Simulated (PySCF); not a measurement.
# SOF4: relaxation and vibrations of the singlet

The task is one start of a wider search on SOF4: the singlet, from a square pyramidal (ligand arrangement 1) start. It is relaxed, tested by its Hessian and followed downhill if it is a saddle.

Method: PBE0, basis S def2-SVP, O def2-SVP, F def2-SVP, no relativity, density fitting; program: PySCF 2.14.0.

**1. The starting structure**

6 atoms, charge 0, spin multiplicity 1.

Bond lengths: S1–O2 1.510 Å, S1–F3 1.670 Å, S1–F4 1.670 Å, S1–F5 1.670 Å, S1–F6 1.670 Å. Angles: O2–S1–F3 102.0°, O2–S1–F4 87.5°, O2–S1–F5 156.0°, O2–S1–F6 87.5°, F3–S1–F4 102.0°, F3–S1–F5 102.0°, F3–S1–F6 102.0°, F4–S1–F5 87.5°, F4–S1–F6 156.0°, F5–S1–F6 87.5°.

```xyz
6
charge 0 multiplicity 1
S     0.0000   -0.0598   -0.0558
O     0.0000   -1.5368   -0.3697
F     0.0000   -0.0598    1.6142
F     1.6335   -0.0598   -0.4030
F     0.0000    1.5737   -0.4030
F    -1.6335   -0.0598   -0.4030
```

**2. Square pyramidal (ligand arrangement 1) start, singlet: relaxation**

The steps below are one call of a driver around PySCF. For each, scf.py gives the equivalent set-up of the SCF; relaxations use the driver's own optimiser. Before each start the driver seeks the lowest SCF state from one or more starting densities and follows internal instabilities, so scf.py alone need not reach the same state.

The program finds Cs symmetry in the start, which this walk keeps. Threshold on the gradient: 0.0003 Eh/bohr, with a further test on the energy change.

Contents of scf.py:

```python
from pyscf import gto, scf, dft
mol = gto.M(atom='''
S      0.000000    -0.059772    -0.055806
O      0.000000    -1.536772    -0.369706
F      0.000000    -0.059772     1.614194
F      1.633500    -0.059772    -0.403006
F      0.000000     1.573728    -0.403006
F     -1.633500    -0.059772    -0.403006''',
    basis={'S': 'def2-SVP', 'O': 'def2-SVP', 'F': 'def2-SVP'},
    charge=0, spin=0)
mf = dft.RKS(mol, xc='PBE0')
mf.grids.atom_grid = (50, 194)
aux = {'S': 'def2-universal-JKFIT', 'O': 'def2-universal-JKFIT', 'F': 'def2-universal-JKFIT'}
mf = mf.density_fit(auxbasis=aux)
mf.kernel()
```

Energy and gradient, step by step:

| step | energy (Eh) | change (kJ/mol) | largest symmetric gradient (Eh/bohr) |
| --- | --- | --- | --- |
| 0 | -871.498609 | 0.00 | 0.10990 |
| 1 | -871.535882 | -97.86 | 0.08295 |
| 2 | -871.546374 | -125.41 | 0.02375 |
| 3 | -871.554026 | -145.50 | 0.03119 |
| 4 | -871.560656 | -162.90 | 0.02904 |
| 5 | -871.562254 | -167.10 | 0.00923 |
| 6 | -871.562758 | -168.42 | 0.00462 |
| 7 | -871.562836 | -168.63 | 0.00281 |
| 8 | -871.562842 | -168.64 | 0.00184 |
| 9 | -871.562848 | -168.66 | 0.00080 |
| 10 | -871.562849 | -168.66 | 0.00028 |

The walk ran for 84 s (2 threads, shared host).

It settles in C2v symmetry, 168.7 kJ/mol below the start, after 10 steps: S–F 1.580 Å (×2), S–F 1.613 Å (×2), S–O 1.430 Å; F–S–F 85.7° (×4), F–S–F 110.8°, F–S–F 164.9°, F–S–O 97.5° (×2), F–S–O 124.6° (×2).

**3. Is it a minimum? Harmonic modes**

On the finer grid the gradient is checked again; gradients at displacements of ±0.01 bohr then give force constants and infrared intensities.

Changes to scf.py since step 2:

```diff
@@ -3,6 +3,6 @@
-S      0.000000    -0.059772    -0.055806
-O      0.000000    -1.536772    -0.369706
-F      0.000000    -0.059772     1.614194
-F      1.633500    -0.059772    -0.403006
-F      0.000000     1.573728    -0.403006
-F     -1.633500    -0.059772    -0.403006''',
+S     -0.000000    -0.136009    -0.075489
+O     -0.000000    -1.386426    -0.769509
+F      0.000000     0.020574     1.496256
+F      1.599578     0.047373     0.026293
+F     -0.000000     1.280654    -0.774034
+F     -1.599578     0.047373     0.026293''',
@@ -12 +12 @@
-mf.grids.atom_grid = (50, 194)
+mf.grids.atom_grid = (75, 302)
```

The driver hands on the density of the step before, so the log starts near convergence.

SCF at the final geometry:

```text
init E= -871.562920459391
  HOMO = -0.381609031259982  LUMO = -0.066236420056597  gap/eV = 8.58173
cycle= 1 E= -871.562920459389  delta_E= 1.59e-12  |g|= 1.66e-06  |ddm|= 1.87e-06
  HOMO = -0.3816086845518  LUMO = -0.0662363635155843  gap/eV = 8.58172
Extra cycle  E= -871.562920459384  delta_E= 5.46e-12  |g|= 2.67e-06  |ddm|= 3.09e-06
converged SCF energy = -871.562920459384
```

The whole step took 3.1 min.

Geometry: C2v; S–F 1.580 Å (×2), S–F 1.613 Å (×2), S–O 1.430 Å; F–S–F 85.8° (×4), F–S–F 110.6°, F–S–F 165.1°, F–S–O 97.5° (×2), F–S–O 124.7° (×2).

Harmonic modes (main isotopes):

| symmetry | ω (cm⁻¹) | IR (km/mol) |
| --- | --- | --- |
| a1 | 176 | 0.1 |
| b2 | 242 | 1.0 |
| a2 | 529 | 0.0 |
| b1 | 537 | 0.2 |
| a1 | 549 | 33.5 |
| b2 | 569 | 26.2 |
| b1 | 616 | 42.9 |
| a1 | 631 | 4.3 |
| a1 | 797 | 54.6 |
| b2 | 921 | 266 |
| b1 | 924 | 479 |
| a1 | 1390 | 245 |

No imaginary mode, so this is a minimum.

Constants and moments:

```yaml
Dipole_moment: 0.99 D
Highest_occupied_level: -10.38 eV
Lowest_empty_level: -1.80 eV
Rotational_constants: 0.1336, 0.1058, 0.1045 cm⁻¹
Zero-point_energy: 47.1 kJ/mol
Principal_polarisabilities: 19.9, 21.6, 23.2 bohr³
Atomisation_energy_without_zero-point_energy: 1586 kJ/mol
Principal_traceless_quadrupole_moments_about_the_centre_of_mass: -2.38, -1.15, 3.54 D Å
Entropy_at_298.15_K_and_1_bar: 306.2 J/(mol K)
Heat_capacity_Cp_at_298.15_K: 83.1 J/(mol K)
Enthalpy_at_298.15_K_above_0_K: 16.08 kJ/mol
Rotational_symmetry_number: 2
```

Populations by atom (charges in e):

```
atom  Mulliken  Löwdin  polar tensor  Mayer order to S1
  S1      1.48    1.32          2.96                  –
  O2     -0.35   -0.40         -0.66               1.90
F3,5     -0.24   -0.20         -0.56               0.97
F4,6     -0.32   -0.27         -0.59               0.87
```

Outer orbital energies (eV). occupied: -14.57, -13.61, -13.07, -12.85, -12.75, -12.26, -11.66, -10.38; empty: -1.80, 0.43, 2.47, 3.22.

Mulliken populations on S1: s 5.19, p 8.46, d 0.87.

**4. Summary of results**

```
                                 quantity                                                                                                                               value
                                  minimum                                                                                                                        singlet, C2v
                                 geometry  S–F 1.580 Å (×2), S–F 1.613 Å (×2), S–O 1.430 Å; F–S–F 85.8° (×4), F–S–F 110.6°, F–S–F 165.1°, F–S–O 97.5° (×2), F–S–O 124.7° (×2)
                       wavenumbers (cm⁻¹)             176 (a1), 242 (b2), 529 (a2), 537 (b1), 549 (a1), 569 (b2), 616 (b1), 631 (a1), 797 (a1), 921 (b2), 924 (b1), 1390 (a1)
                            dipole moment                                                                                                                              0.99 D
     highest occupied, lowest empty level                                                                                                                    -10.38, -1.80 eV
                polar-tensor charge of S1                                                                                                                             +2.96 e
                        zero-point energy                                                                                                                         47.1 kJ/mol
                      entropy at 298.15 K                                                                                                                     306.2 J/(mol K)
atomisation energy (no zero-point energy)                                                                                                                         1586 kJ/mol
```

From Cs at the start the molecule goes to a C2v minimum. In the infrared the band at 924 cm⁻¹ (b1, mixed) leads. Only this shape and spin were tried, so other structures or states may lie lower.

The search up to here took 4.6 min.
